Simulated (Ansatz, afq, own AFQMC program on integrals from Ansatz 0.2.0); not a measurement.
Two steps: Ansatz 0.2.0 writes the Fock matrix and Cholesky factors of the valence space, and afq projects on them the lowest state that overlaps trial and start.

```yaml
crystal:
  periodic: [false, false, false]
  atoms:
    - {symbol: B, position_ang: [0.000000, -0.132109, 1.516827]}
    - {symbol: Al, position_ang: [0.000000, 0.094046, -0.547479]}
    - {symbol: H, position_ang: [0.000000, -1.100554, -1.613779]}
basis:
  gaussian: {orbitals: 6-31G}
magnetization: {spin_polarized: false, initial_magnetization: 1}
correlation: {method: ccsd_t, electrons: outside_noble_gas, hamiltonian_folder: ham}
```

```sh
$ ansatz run in.yaml --threads 1 --pin off --events-out ev --progress --plain --max-ram 15360MiB --backend cuda --devices 0, --max-vram 18GiB
```

afq runs on the folder ham with

```
--method phaseless --trial cisd --walkers 10 --populations 1 --least-time 40 --time-step 0.01 --steps-per-block 50 --equilibration-blocks 20 --max-blocks 80 --target-error 0.00064 --factor-cut 1e-05 --start spin_pure --seed 7131 --taylor-order 4
```

Times are imaginary, in 1/Eh. The walk had a cap of 60 s.

Output of the walk:

```
orbitals 18  electrons 4 3  factors 108 of 296
reference energy -266.93620518 Eh
CCSD correlation -0.12117941 Eh in 26 cycles, weight of the determinant in the CISD state 0.7342
energy of the start -267.057389 Eh
 block  time / (1/Eh)  mean weight  energy / Eh
     1     0.500  1.0050  -267.056655
     2     1.000  1.0018  -267.057175
     3     1.500  0.9945  -267.055324
     4     2.000  1.0038  -267.058360
     5     2.500  0.9988  -267.058366
     8     4.000  1.0060  -267.055435
    11     5.500  1.0006  -267.056654
    17     8.500  1.0004  -267.065487
    23    11.500  1.0025  -267.067709
    29    14.500  0.9949  -267.060793
    35    17.500  1.0017  -267.050806
    41    20.500  0.9994  -267.075132
    47    23.500  0.9969  -267.059724
    53    26.500  1.0010  -267.057485
    59    29.500  1.0012  -267.058863
    65    32.500  1.0044  -267.058378
    71    35.500  1.0101  -267.066954
    77    38.500  1.0022  -267.060057
    83    41.500  1.0053  -267.060399
    89    44.500  1.0016  -267.064187
    95    47.500  1.0030  -267.068152
    99    49.500  1.0010  -267.078231
blocks merged  error / Eh  count
     1  0.000766  80
     2  0.000853  40
     4  0.000977  20
     8  0.001098  10
energy -267.061119 +/- 0.000977 Eh
(rows thinned)
```

The run passed its tests (sampling time, drift between the halves within three errors, error under three times the target), which doesn't prove that it has relaxed. The second half of the sampling lies below the first by 2.1 errors of their difference, so the energy may still be moving and its error bar be too small.

Against this walk (error 26.6 meV) on the same determinant: CCSD(T) 48.3 meV lower (within the noise), CCSDT(Q) 103.2 meV lower, CCSDTQ 105.6 meV lower, full CI 106.6 meV lower, a separate phaseless walk with a CISD trial and standard settings 45.0 ± 26.9 meV lower (within the noise). The error is statistical and leaves out the bias of the constraint. Full CI is exact here, so the walk's 107 meV above it is the walk's own error: the bias of the constraint with this trial, or a walk that hasn't relaxed. The determinant is a poor start (see the cautions), so the low cluster orders aren't to be relied on, and full CI is the sure value.

Cautions: constraint bias not in the error; error above the target (26.6 against 17.4 meV); a spin-contaminated unrestricted determinant lies lower (UHF 1.24 eV lower, ⟨S²⟩ 1.66); the search met a lower determinant of the same kind, perhaps of another symmetry (288 meV lower), and this one is a saddle point; strong correlation (T1 0.099, weight of the determinant 0.73, largest double 0.23); the next higher spin lies close (full CI puts it 40 meV above); so few walkers bias the energy; the time-step error isn't removed.

The walk took 21 s on 1 × NVIDIA H100 80GB HBM3 with 2 threads of AMD EPYC 7R13 Processor (Zen 3), with other jobs on the host (the card was shared). The log's last line is the phaseless energy.

CCSDT and higher add their correlation energy to the determinant of the CCSD(T) run, since their own runs factorise the integrals more tightly (a shift of under 2 meV). A walk keeps the symmetry of its determinant, which the program's search chose and which needn't be the lowest solution, so a lower state of the same spin and another symmetry isn't excluded.
